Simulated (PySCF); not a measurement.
Isomers of C3H5NO, one GFN2-xTB conformer each. Single-point energies are computed at PBE0/pcSseg-1 (PySCF, gas phase, no added dispersion term), electronic only.

```tsv
SMILES	GFN2-xTB relative energy (kcal/mol)
C=CNC=O	13.5
C1=NCCO1	0.0
COCC#N	32.0
C/N=C/C=O	32.0
```

Conformers: `[CH2:1]=[CH:2][NH:3][CH:4]=[O:5]` with C1–C2–N3–C4 180°, C2–N3–C4–O5 0°; `[CH3:1][O:2][CH2:3][C:4]#[N:5]` with C1–O2–C3–C4 -66°; `[CH3:1]/[N:2]=[CH:3]/[CH:4]=[O:5]` with N2–C3–C4–O5 180°.

Q: What does PBE0/pcSseg-1 give for the same structures?

A: 
```json
{"SMILES": "C=CNC=O", "PBE0/pcSseg-1 E (Eh)": "-246.98098", "PBE0/pcSseg-1 (kcal/mol)": "0.0", "GFN2-xTB (kcal/mol)": "13.5", "point group": "Cs"}
{"SMILES": "C1=NCCO1", "PBE0/pcSseg-1 E (Eh)": "-246.97008", "PBE0/pcSseg-1 (kcal/mol)": "6.8", "GFN2-xTB (kcal/mol)": "0.0", "point group": "Cs"}
{"SMILES": "C/N=C/C=O", "PBE0/pcSseg-1 E (Eh)": "-246.95167", "PBE0/pcSseg-1 (kcal/mol)": "18.4", "GFN2-xTB (kcal/mol)": "32.0", "point group": "Cs"}
{"SMILES": "COCC#N", "PBE0/pcSseg-1 E (Eh)": "-246.94599", "PBE0/pcSseg-1 (kcal/mol)": "22.0", "GFN2-xTB (kcal/mol)": "32.0", "point group": "C1"}
```

GFN2-xTB puts C1=NCCO1 lowest instead; measured from each level's own lowest isomer, the values differ by up to 13.6 kcal/mol (C/N=C/C=O: 32.0 against 18.4). As drawn, the lowest has a C=O bond, an N–H bond and a C(=O)–N unit, which the highest lacks; the highest has a C≡N group, which the lowest lacks.

Q: Which frontier levels, dipoles and rotational constants go with these structures?

A: 
```json
{"SMILES": "C=CNC=O", "HOMO (eV, PBE0/pcSseg-1)": "-6.92", "LUMO (eV)": "-0.37", "dipole (D)": "3.49", "A, B, C (MHz)": "20306, 3002, 2615"}
{"SMILES": "C1=NCCO1", "HOMO (eV, PBE0/pcSseg-1)": "-7.24", "LUMO (eV)": "0.60", "dipole (D)": "1.76", "A, B, C (MHz)": "8648, 8269, 4465"}
{"SMILES": "C/N=C/C=O", "HOMO (eV, PBE0/pcSseg-1)": "-7.56", "LUMO (eV)": "-2.16", "dipole (D)": "3.21", "A, B, C (MHz)": "37310, 2341, 2233"}
{"SMILES": "COCC#N", "HOMO (eV, PBE0/pcSseg-1)": "-8.39", "LUMO (eV)": "0.14", "dipole (D)": "3.12", "A, B, C (MHz)": "12129, 3439, 2895"}
```
